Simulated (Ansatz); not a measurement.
Born–Oppenheimer molecular dynamics of BH$_{6}$Si (8 atoms, charge 0, multiplicity 2). It starts at the highest image of a converged band, a first-order saddle point between two minima.

Method: Ansatz 0.2.0, UKS LDA/def2-SVP.

```
ensemble                      : NVE (velocity Verlet)
time step                     : 0.5 fs
steps asked                   : 200
starting velocities drawn for : 100 K
seed                          : 7018
```

First frame:

```xyz
8
Properties=species:S:1:pos:R:3
B 0.211 -0.275 0.611
H 1.084 0.201 1.377
H 0.467 0.202 -0.472
H -0.984 -0.310 0.903
Si -0.104 0.010 2.632
H -0.839 -1.219 3.092
H 1.117 0.151 3.510
H -0.951 1.240 2.859
```

(1) How far do the bonds stretch over the last three quarters of this one trajectory? (Pairs bonded in most of those frames.)

## Answers

(1) 
| bond | mean (Å) | spread (Å) | shortest | longest |
| --- | --- | --- | --- | --- |
| B1–H2 | 1.272 | 0.041 | 1.20 | 1.35 |
| B1–H3 | 1.228 | 0.017 | 1.19 | 1.26 |
| B1–H4 | 1.232 | 0.023 | 1.18 | 1.28 |
| B1–Si5 | 2.073 | 0.069 | 1.94 | 2.17 |
| Si5–H6 | 1.508 | 0.019 | 1.48 | 1.54 |
| Si5–H7 | 1.506 | 0.023 | 1.47 | 1.54 |
| Si5–H8 | 1.522 | 0.035 | 1.46 | 1.58 |

Mean temperature of the second half: 529 K. The conserved energy stayed within 0.079 meV per atom of its start (net change -0.035 meV per atom), so the integration is sound. The kinetic energy rose, since the run started high on the potential surface and went downhill. A run of 0.1 ps of so small a system gives no equilibrium averages.

The run took 3.7 min on 1 thread of Arm Neoverse V1, with other jobs on the host, peak memory 0.11 GiB.
